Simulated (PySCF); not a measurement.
H₃Si, SMILES [SiH3] (connectivity only; charge and spin as stated), charge +1, multiplicity 1.

The structure is a stationary point at B3LYP-D3(BJ)/def2-TZVPD. The spin state was assumed, not searched. The isomer is the one that the SMILES or the coordinates give; other isomers of the formula were not compared.

Two levels are set side by side: TDA-PBE/def2-TZVPD (PySCF) and ADC(2)/aug-cc-pVDZ (PySCF). Vertical, same geometry; the bases differ. Differences are taken from unrounded values.

```csv
quantity,TDA-PBE
lowest singlet excitation (eV),5.29
```

Q: These are the TDA-PBE values. What does ADC(2) give? (An estimate is asked for; the answer gives what the named calculation found.)

A: 
```
quantity                        ADC(2)  TDA-PBE minus ADC(2)
------------------------------  ------  --------------------
lowest singlet excitation (eV)    6.10                 -0.81
```

Functionals without exact exchange tend to place singlet excitations lower, as here. Differences between two approximate levels are no errors against the true value.

Rough cost on one machine, each run with all the roots and properties that it gave: ADC(2) against TDA-PBE within a factor of 2.
